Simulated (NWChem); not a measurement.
System: NH2, doublet; SMILES [NH2]

NWChem printed, in part:

```
             Northwest Computational Chemistry Package (NWChem) 7.3.0
             --------------------------------------------------------

 C2V symmetry detected

                             Geometry "geometry" -> ""
                             -------------------------

 Output coordinates in angstroms (scale by  1.889725989 to convert to a.u.)

  No.       Tag          Charge          X              Y              Z
 ---- ---------------- ---------- -------------- -------------- --------------
    1 N                    7.0000     0.00000000     0.00000000     0.14560733
    2 H                    1.0000     0.79996500     0.00000000    -0.50962567
    3 H                    1.0000    -0.79996500     0.00000000    -0.50962567

 Effective nuclear repulsion energy (a.u.)       7.4952296545

      Symmetry information
      --------------------

 Group name             C2v
 Group number             16
 Group order               4
 No. of unique centers     2

                                 NWChem DFT Module
                                 -----------------

 Summary of "ao basis" -> "ao basis" (spherical)
 ------------------------------------------------------------------------------
       Tag                 Description            Shells   Functions and Types
 ---------------- ------------------------------  ------  ---------------------
 N                        aug-cc-pvdz                9       23   4s3p2d
 H                        aug-cc-pvdz                5        9   3s2p

      Symmetry analysis of basis
      --------------------------

        a1         18
        a2          4
        b1         12
        b2          7

            General Information
            -------------------
          SCF calculation type: DFT
          Wavefunction type:  spin polarized.
          No. of atoms     :     3
          No. of electrons :     9
           Alpha electrons :     5
            Beta electrons :     4
          Charge           :     0
          Spin multiplicity:     2
          Use of symmetry is: on ; symmetry adaption is: on
          Maximum number of iterations: 150
          AO basis - number of functions:    41
                     number of shells:    19
          Convergence on energy requested:  1.00D-06
          Convergence on density requested:  1.00D-05
          Convergence on gradient requested:  5.00D-04

              XC Information
              --------------
                         B3LYP Method XC Potential
                     Hartree-Fock (Exact) Exchange  0.200
                        Slater Exchange Functional  0.800 local
                    Becke 1988 Exchange Functional  0.720 non-local
              Lee-Yang-Parr Correlation Functional  0.810
                  VWN I RPA Correlation Functional  0.190 local

             Grid Information
             ----------------
          Grid used for XC integration:  medium
          Radial quadrature: Mura-Knowles
          Angular quadrature: Lebedev.
          Tag              B.-S. Rad. Rad. Pts. Rad. Cut. Ang. Pts.
          ---              ---------- --------- --------- ---------
          N                   0.65       49          10.0       434
          H                   0.35       45          11.0       434
          Grid pruning is: on
          Number of quadrature shells:    94
          Spatial weights used:  Erf1

      Superposition of Atomic Density Guess
      -------------------------------------

 Sum of atomic energies:         -55.30138077

      Non-variational initial energy
      ------------------------------

 Total energy =     -55.352198
 1-e energy   =     -89.134756
 2-e energy   =      26.287328
 HOMO         =      -0.287582
 LUMO         =       0.024892

   Symmetry analysis of molecular orbitals - initial alpha
   -------------------------------------------------------

  Numbering of irreducible representations:

     1 a1          2 a2          3 b1          4 b2

  Orbital symmetries:

     1 a1          2 a1          3 b1          4 a1          5 b2
     6 a1          7 b1          8 a1          9 b2         10 a1
    11 b1         12 b1         13 a1         14 a1         15 a2

   Symmetry analysis of molecular orbitals - initial beta
   ------------------------------------------------------

  Numbering of irreducible representations:

     1 a1          2 a2          3 b1          4 b2

  Orbital symmetries:

     1 a1          2 a1          3 b1          4 a1          5 b2
     6 a1          7 b1          8 a1          9 b2         10 a1
    11 b1         12 b1         13 a1         14 a1         15 a2

     ---------------------------------------------
      Total Density - Mulliken Population Analysis
     ---------------------------------------------

    Atom       Charge   Shell Charges
 -----------   ------   -------------------------------------------------------
    1 N    7     7.25   2.00  0.86  0.80  0.02  2.14  1.33  0.10  0.01 -0.02
    2 H    1     0.88   0.65  0.17  0.00  0.05  0.01
    3 H    1     0.88   0.65  0.17  0.00  0.05  0.01

     --------------------------------------------
      Spin Density - Mulliken Population Analysis
     --------------------------------------------

    Atom       Charge   Shell Charges
 -----------   ------   -------------------------------------------------------
    1 N    7     0.97   0.00  0.00  0.00  0.00  0.52  0.40  0.05  0.00  0.00
    2 H    1     0.01   0.00  0.00  0.00  0.01  0.01
    3 H    1     0.01   0.00  0.00  0.00  0.01  0.01

[...]

                         DFT ENERGY GRADIENTS

    atom               coordinates                        gradient
                 x          y          z           x          y          z
   1 N       0.000000   0.000000   0.275158    0.000000   0.000000   0.002817
   2 H       1.511715   0.000000  -0.963053   -0.001611   0.000000  -0.001409
   3 H      -1.511715   0.000000  -0.963053    0.001611   0.000000  -0.001409
```

Level: B3LYP/aug-cc-pVDZ, spin-unrestricted. In the optimisation the excess spin sits in b2 (C2v, its own frame). Coordinates come from a PBE0/def2-SVP, spin-unrestricted optimisation. No stability test was run on the SCF state.

Which NWChem input produces such a log?

Several could match; the one computed here: the input that was run:
```
start job
memory heap 200 mb stack 900 mb global 1100 mb
geometry units angstroms noautoz
  N      0.000000     0.000000     0.177819
  H      0.799965     0.000000    -0.477414
  H     -0.799965     0.000000    -0.477414
end
basis spherical
  * library aug-cc-pvdz
end
dft
  odft
  mult 2
  xc b3lyp
  iterations 150
  mulliken
end
task dft gradient
```
